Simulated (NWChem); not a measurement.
Everything below was run with NWChem. System: HLi, charge 0, spin multiplicity 1, displaced from the optimised geometry. The structure started from a generated list of species. Level: CR-CCSD(T)/cc-pVDZ, no orbitals frozen, spin-restricted.

The NWChem input:

```
start mol
memory heap 100 mb stack 700 mb global 1900 mb
geometry units angstroms nocenter noautoz noautosym
  Li     0.000000     0.000000     0.271596
  H      0.000000     0.000000    -1.198218
end
basis spherical
  * library cc-pvdz
end
scf
  rhf
  nopen 0
  maxiter 100
  thresh 1e-7
  semidirect memsize 60000000 filesize 0
end
tce
  cr-ccsd(t)
  2eorb
  2emet 13
  thresh 1e-6
  maxiter 100
  tilesize 24
end
task tce energy
```

Part of the output:

```
             Northwest Computational Chemistry Package (NWChem) 7.3.0
             --------------------------------------------------------

                                NWChem Input Module
                                -------------------

 Scaling coordinates for geometry "geometry" by  1.889725989
 (inverse scale =  0.529177249)

                             Geometry "geometry" -> ""
                             -------------------------

 Output coordinates in angstroms (scale by  1.889725989 to convert to a.u.)

  No.       Tag          Charge          X              Y              Z
 ---- ---------------- ---------- -------------- -------------- --------------
    1 Li                   3.0000     0.00000000     0.00000000     0.27159600
    2 H                    1.0000     0.00000000     0.00000000    -1.19821800

 Effective nuclear repulsion energy (a.u.)       1.0800902339

            Nuclear Dipole moment (a.u.)
            ----------------------------
        X                 Y               Z
 ---------------- ---------------- ----------------
     0.0000000000     0.0000000000    -0.7245776358


 Summary of "ao basis" -> "" (spherical)
 ------------------------------------------------------------------------------
       Tag                 Description            Shells   Functions and Types
 ---------------- ------------------------------  ------  ---------------------
 *                          cc-pvdz                   on all atoms

 Summary of "ao basis" -> "ao basis" (spherical)
 ------------------------------------------------------------------------------
       Tag                 Description            Shells   Functions and Types
 ---------------- ------------------------------  ------  ---------------------
 Li                         cc-pvdz                  6       14   3s2p1d
 H                          cc-pvdz                  3        5   2s1p

                                 NWChem SCF Module
                                 -----------------

  ao basis        = "ao basis"
  functions       =    19
  atoms           =     2
[...]
           Alpha electrons :     2
            Beta electrons :     2
           No. of orbitals :    38
            Alpha orbitals :    19
             Beta orbitals :    19
        Alpha frozen cores :     0
         Beta frozen cores :     0
     Alpha frozen virtuals :     0
      Beta frozen virtuals :     0
         Spin multiplicity : singlet
    Number of AO functions :    19
       Number of AO shells :     9
        Use of symmetry is : off
      Symmetry adaption is : off
         Schwarz screening : 0.10D-09

          Correlation Information
          -----------------------
          Calculation type : Coupled-cluster singles & doubles w/ perturbation
   Perturbative correction : Completely renormalized (T)
            Max iterations :      100
        Residual threshold : 0.10D-05
     T(0) DIIS level shift : 0.00D+00
     L(0) DIIS level shift : 0.00D+00
     T(1) DIIS level shift : 0.00D+00
     L(1) DIIS level shift : 0.00D+00
     T(R) DIIS level shift : 0.00D+00
     T(I) DIIS level shift : 0.00D+00
   CC-T/L Amplitude update :  5-th order DIIS
                I/O scheme : Global Array Library
        L-threshold :  0.10D-05
        EOM-threshold :  0.10D-05
 no EOMCCSD initial starts read in
 TCE RESTART OPTIONS
 SLICE:      F
 D4D5:       F
 quantumc:   F
 qrotation:  F
 pwtce:      F
 qducc:      F
 nacto:                         0
 nrotv:                         0
 nrot:                          0

            Memory Information
            ------------------
          Available GA space size is     249036439 doubles
          Available MA space size is     104855988 doubles

 Maximum block size supplied by input
 Maximum block size        24 doubles

 tile_dim =     17

 -------------------------------------------------

 Global array virtual files algorithm will be used

 Parallel file system coherency ......... OK

 4-electron integrals stored in orbital form

 v2    file size   =            95811
 4-index algorithm nr.  13 is used
 imaxsize =       30
 imaxsize ichop =        0


CCSD iterations
 ---------------------------------------------------------
 Iter          Residuum       Correlation     Cpu    Wall
 ---------------------------------------------------------
    1   0.0578881343332  -0.0231904555416     0.0     0.0
    2   0.0186583850842  -0.0288836413019     0.0     0.0
    3   0.0071869992165  -0.0305314121637     0.0     0.0
    4   0.0032831267065  -0.0310787158237     0.0     0.0
    5   0.0017783060240  -0.0312841908908     0.0     0.0
    6   0.0003694304667  -0.0314560412683     0.0     0.0
    7   0.0001983637617  -0.0314571004090     0.0     0.0
    8   0.0001203741925  -0.0314585906588     0.0     0.0
    9   0.0000794100182  -0.0314593399974     0.0     0.0
   10   0.0000526648379  -0.0314600022623     0.0     0.0
   11   0.0000093286931  -0.0314613564415     0.0     0.0
   12   0.0000037583036  -0.0314616987900     0.0     0.0
   13   0.0000021355238  -0.0314618688618     0.0     0.0
   14   0.0000013450891  -0.0314619415762     0.0     0.0
   15   0.0000008637686  -0.0314619812259     0.0     0.0
 -----------------------------------------------------------------
 Iterations converged
 CCSD correlation energy / hartree =        -0.031461981225864
 CCSD total energy / hartree       =        -8.012023060192393

 Singles contributions

 Doubles contributions
 CR-CCSD(T)

 CR-CCSD[T]  correction energy / hartree =        -0.000010782102220
 CR-CCSD[T] correlation energy / hartree =        -0.031472763328084
 CR-CCSD[T] total energy / hartree       =        -8.012033842294613
 CR-CCSD(T)  correction energy / hartree =        -0.000010472461906
 CR-CCSD(T) correlation energy / hartree =        -0.031472453687770
 CR-CCSD(T) total energy / hartree       =        -8.012033532654298

 Task  times  cpu:        0.2s     wall:        0.2s

 Total times  cpu:        0.2s     wall:        0.2s
```
